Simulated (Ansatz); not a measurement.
**Relative stability**

The two ends of one reaction step of CH$_{5}$BO, singlet (PBE0-D4/def2-TZVP).

A:

```csv
atom,x (Å),y (Å),z (Å)
B1,-0.5873,0.0090,-0.2838
O2,0.4136,-1.2615,-0.2859
C3,0.0163,1.1981,0.1787
H4,1.2213,-0.9734,0.1626
H5,-1.6369,-0.3825,-0.6894
H6,0.0458,-2.0137,0.1941
H7,-0.5235,2.1382,0.2107
H8,1.0507,1.2857,0.5131
```

B:

```
8
angstrom
B -0.5237 -0.4471 -0.3506
O -0.4104 -1.6620 0.2378
C 0.3509 0.7900 0.0424
H 0.8955 1.1563 -0.8348
H -1.3569 -0.3778 -1.2123
H 0.2621 -1.6866 0.9248
H -0.2938 1.6203 0.3514
H 1.0761 0.6068 0.8412
```

Computed with Ansatz 0.2.0 (basis: def2-TZVPP); correlated methods freeze the cores. B3LYP uses VWN-RPA correlation.

**Question.** Which structure is lower at CCSD(T), and by how much? (An estimate is asked for; the value comes from the calculation.)

**Answer.** Computed: B, by 65.22 kcal/mol (electronic energy, against the other). By their contacts, A is CH₅BO ([CH2][BH][OH2]) and B is CH₅BO ([CH3][BH][OH]).

All methods give the same order:

```tsv
method	E(B) − E(A) (kcal/mol)
SPW92	-62.19
PBE-D4	-63.89
BLYP-D4	-64.33
r2SCAN-D4	-65.84
B97M-V	-66.42
PBE0-D4	-66.06
B3LYP-D4	-66.07
r2SCAN0-D4	-67.10
BHLYP-D4	-68.60
CAM-B3LYP-D4	-67.09
wB97X-V	-67.79
wB97M-V	-65.39
B2PLYP	-66.32
PBE-QIDH	-67.34
RPA on PBE	-65.05
HF	-72.13
MP2	-65.88
CCSD	-66.49
CCSD(T)	-65.22
```

No T1 diagnostic of these runs exceeds 0.013.

Labels in which every atom is bracketed show which atoms are joined, not bond orders.

For scale, one of the runs: CCSD(T)/def2-TZVPP, 163 basis functions, launched by `ansatz run in.yaml --threads 2 --pin off --events-out ev --progress --plain --max-ram 4352MiB`. Time: 22 s of wall clock on 2 CPU threads of an Arm Neoverse V1; the host was shared. Peak host memory: 1.3 GiB.
